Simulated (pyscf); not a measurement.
Structures and frequencies: ωB97X-D3(BJ)/def2-SVP in PySCF.

Estimate by transition-state theory the rate constant of [H₂C=SiH]• + H₂ → H₃C–SiH: [singlet] + H• (doublet surface; H–H broken, C–H formed) at 1200 K, with ωB97M-D3(BJ)/def2-TZVP energies (ideal gas, 1 atm, RRHO with modes under 100 cm⁻¹ raised to 100, one conformer, R ln 2 for chiral ones without a mode under 150 cm⁻¹; no tunnelling).

The electronic barrier is 19.5 kcal/mol and the thermal terms add +28.5, so ΔG‡ = 48.0 kcal/mol. With k_BT/h = 2.50e+13 s⁻¹ and RT = 2.385 kcal/mol, and a volume of 1.64e-19 cm³ per molecule at 1 atm, k = 7.5e-15 cm³ molecule⁻¹ s⁻¹. Wigner's tunnelling factor for 1529i cm⁻¹ would be 1.14. A shift of 1 kcal/mol in the barrier changes k by a factor 1.5. One saddle was located; it need not be the lowest between these sides. The angle at the transferred H is 166°.
